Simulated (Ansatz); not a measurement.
# C2H3Cl2F (1,1-dichloro-1-fluoroethane) at BHLYP/6-31G(d) (spherical functions)

Aim: the vertical ionisation energy of C2H3Cl2F (1,1-dichloro-1-fluoroethane) at BHLYP/6-31G* (spherical functions), from 2 runs. 

The results are computed with Ansatz 0.2.0.

## 1. The structure to begin with

C2H3Cl2F: 8 atoms, total charge 0, spin state singlet. SMILES: `CC(F)(Cl)Cl`. Geometry: relaxed at PBE0-D4/def2-TZVP.

Bond lengths: C1–C2 1.502 Å, C2–F3 1.348 Å, C2–Cl4 1.776 Å, C2–Cl5 1.776 Å, C1–H6 1.091 Å, C1–H7 1.091 Å, C1–H8 1.088 Å. Some angles: C1–C2–F3 110.1°, C1–C2–Cl4 111.1°, C1–C2–Cl5 111.1°, F3–C2–Cl4 107.6°, F3–C2–Cl5 107.6°, Cl4–C2–Cl5 109.3°, C2–C1–H6 108.9°, C2–C1–H7 108.9°, C2–C1–H8 110.1°, H6–C1–H7 109.8°.

## 2. A single-point energy at BHLYP/6-31G(d) (spherical functions)

Contents of in.yaml:

```yaml
basis:
  gaussian:
    orbitals: 6-31G_st_-spherical.json
crystal:
  periodic: [false, false, false]
  atoms:
    - {symbol: C, position_ang: [-0.133500, -0.505900, 0.646300]}
    - {symbol: C, position_ang: [0.199400, 0.391300, -0.511300]}
    - {symbol: F, position_ang: [1.523600, 0.643200, -0.537400]}
    - {symbol: Cl, position_ang: [-0.232400, -0.372700, -2.055900]}
    - {symbol: Cl, position_ang: [-0.641100, 1.950200, -0.373000]}
    - {symbol: H, position_ang: [0.163400, -0.011800, 1.572000]}
    - {symbol: H, position_ang: [0.414900, -1.442000, 0.535900]}
    - {symbol: H, position_ang: [-1.202100, -0.709300, 0.667600]}
hamiltonian:
  xc: {name: BHLYP}
accuracy: high
output: {orbitals: {seedname: orbitals}}
```

The basis set 6-31G* is read from a file made from the Basis Set Exchange's data (not shown).

Run with:

```sh
ansatz run in.yaml --threads 1 --pin off --max-ram 3480MiB --events-out events.jsonl --progress --plain --runs-dir runs
```

Output:

```text
Warning: RAYON_NUM_THREADS=1 ignored (pool sized by the plan → 1); use --threads N
Functional definition: BHLYP
  name "BHLYP"
  parameter a = 0.5
  exchange = (1 - a)*b88_x + a*exact_x
  correlation = lyp_c
1944 factors; integrals over basis functions are off by at most 3.8e-9 eV
mean field evaluation 1: about -29878.4796 eV, gradient 3.5e1 eV
mean field evaluation 2: about -29878.8249 eV, gradient 3.5e1 eV
mean field evaluation 4: about -29881.0075 eV, gradient 1.3e0 eV
mean field evaluation 8: about -29881.5168 eV, gradient 1.8e-1 eV
mean field evaluation 16: about -29881.5170 eV, gradient 6.0e-5 eV
mean field -29881.51699622 eV, -1098.1254951913 hartree, gradient 9.0e-8 eV, S^2 0.000000; 0 other end points of the search recorded, 0 dependent functions left out
reference -29881.51701974 eV, -1098.1254960556 hartree; 29, 29 occupied and 55, 55 virtual orbitals, 1944 factors
Total energy: -29881.51701974 eV, -1098.1254960556 hartree
```

It took 9 s on 1 thread of Arm Neoverse V2, shared host; peak memory 0.3 GiB.

## 3. The doublet cation, same level

Contents of molecule.yaml:

```yaml
crystal:
  periodic: [false, false, false]
  atoms:
    - {symbol: C, position_ang: [-0.133500, -0.505900, 0.646300]}
    - {symbol: C, position_ang: [0.199400, 0.391300, -0.511300]}
    - {symbol: F, position_ang: [1.523600, 0.643200, -0.537400]}
    - {symbol: Cl, position_ang: [-0.232400, -0.372700, -2.055900]}
    - {symbol: Cl, position_ang: [-0.641100, 1.950200, -0.373000]}
    - {symbol: H, position_ang: [0.163400, -0.011800, 1.572000]}
    - {symbol: H, position_ang: [0.414900, -1.442000, 0.535900]}
    - {symbol: H, position_ang: [-1.202100, -0.709300, 0.667600]}
basis:
  gaussian: {orbitals: 6-31G_st_-spherical.json}
hamiltonian: {xc: {name: BHLYP}}
total_charge: 1
accuracy: high
magnetization: {spin_polarized: true, initial_magnetization: 1}
output: {orbitals: {seedname: orbitals}}
```

The basis set 6-31G* is read from a file made from the Basis Set Exchange's data (not shown).

Run with:

```sh
ansatz run molecule.yaml --threads 1 --pin off --max-ram 3480MiB --events-out events.jsonl --progress --plain --runs-dir runs
```

Output:

```text
Warning: RAYON_NUM_THREADS=1 ignored (pool sized by the plan → 1); use --threads N
[... 5 set-up lines as earlier in the session ...]
1945 factors; integrals over basis functions are off by at most 3.9e-9 eV
mean field evaluation 1: about -29865.3151 eV, gradient 3.5e1 eV
mean field evaluation 2: about -29865.4006 eV, gradient 3.7e1 eV
mean field evaluation 4: about -29870.0157 eV, gradient 1.4e0 eV
mean field evaluation 8: about -29870.0845 eV, gradient 9.3e-2 eV
mean field evaluation 16: about -29870.0850 eV, gradient 5.5e-3 eV
mean field evaluation 32: about -29870.0850 eV, gradient 1.4e-5 eV
mean field evaluation 64: about -29869.9823 eV, gradient 9.3e-1 eV
mean field -29870.08500786 eV, -1097.7053773682 hartree, gradient 7.9e-8 eV, S^2 0.760868; 6 other end points of the search recorded, 0 dependent functions left out
reference -29870.08503108 eV, -1097.7053782214 hartree; 29, 28 occupied and 55, 56 virtual orbitals, 1945 factors
Total energy: -29870.08503108 eV, -1097.7053782214 hartree
```

Run time: 39 s. Hardware: 1 thread of Arm Neoverse V2, shared host; peak memory 0.45 GiB.

## 4. Summary of results

Level: BHLYP/6-31G* (spherical functions).

```
                                          quantity           value
                    singlet C2H3Cl2F: total energy  -1098.12550 Eh
                     singlet C2H3Cl2F: HOMO energy       -10.12 eV
                     singlet C2H3Cl2F: LUMO energy         1.12 eV
                   singlet C2H3Cl2F: HOMO–LUMO gap        11.23 eV
                      doublet cation: total energy  -1097.70538 Eh
doublet cation: HOMO energy (highest over α and β)       -16.66 eV
 doublet cation: LUMO energy (lowest over α and β)       -12.74 eV
                              doublet cation: ⟨S²⟩           0.761
vertical ionisation energy (to the doublet cation)       11.432 eV
```

What this shows: Removing an electron at fixed nuclei costs 11.43 eV (264 kcal/mol). The negative HOMO energy of the first species, 10.12 eV, lies 1.31 eV below that difference.
